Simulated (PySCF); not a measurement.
**Calculated NMR parameters of methyl propyl ketone**

```
Formula                               : C5H10O
SMILES                                : CCCC(C)=O
Point group of the computed structure : C1
Degrees of unsaturation               : 1
Carbon signals                        : 5
Proton signals                        : 4
```

Mapped SMILES: `[CH3:1][CH2:2][CH2:3][C:4]([CH3:5])=[O:6]`. Hydrogens are named by the atom that carries them.

Level of theory: geometry: PBE0-D3(BJ)/def2-TZVP, shielding tensors at B97-2/pcSseg-2 (GIAO), in PySCF (no solvent model, relativity neglected, single conformer, averaged over atoms made equivalent by symmetry, fast rotation or ring inversion).

Chemical shifts δ = σref − σ; TMS for $^{1}$H and $^{13}$C; $^{17}$O against H2O, all at this level.

| carbon | δC, type | δH (multiplicity) | HMBC from (2–3 bonds) | span of the C tensor (ppm) |
| --- | --- | --- | --- | --- |
| C1 | 16.2, CH3 | 0.90 (t) | H(C3), H(C2) | 26 |
| C2 | 20.9, CH2 | 1.56 (m) | H(C3), H(C1) | 11 |
| C3 | 49.0, CH2 | 2.38 (t) | H(C5), H(C2), H(C1) | 67 |
| C4 | 214.8, C | – | H(C3), H(C5), H(C2) | 211 |
| C5 | 31.2, CH3 | 2.09 (s) | H(C3) | 58 |

Other nuclei:
```
atoms   nucleus    environment  δ (ppm)  σ (ppm)
   O6  $^{17}$O  ketone oxygen    644.2   -316.5
```

- Carbon types of the structure: 1 × C, 2 × CH2, 2 × CH3, which accounts for all hydrogens.
- δC 214.8: ketone carbonyl carbon; the double bond to the heteroatom, with no lone-pair donor beside it, deshields it most.
- δC 31.2: methyl carbon α to a carbonyl; α to the electron-withdrawing carbonyl group.
- δC 16.2: methyl carbon; aliphatic region, no heteroatom directly attached.
- δH 2.38: hydrogen on an sp3 CH2 α to a carbonyl; α to C=O.
- δH 0.90: hydrogen on a methyl carbon; far from electronegative atoms and π systems.

Shifts are as computed. Against solution values, carbons near 30 ppm lie about +3 ppm off and those near 130 ppm about +7 ppm. Of 1211 compounds with measured shifts, 218 miss one by over three times the rms of a fit or turn the order of signals round; such compounds aren't used in these exercises. Unscaled 17O shifts of doubly bonded oxygen tend to come out too high, by tens of ppm or more. Experimental scales use liquid or dissolved standards, which lie at an offset from isolated H2O (liquid H2O: subtract about 36 ppm). Multiplicities follow the n + 1 count of equivalent neighbours, as no J values were calculated; m marks all less simple cases, F and P coupling included.
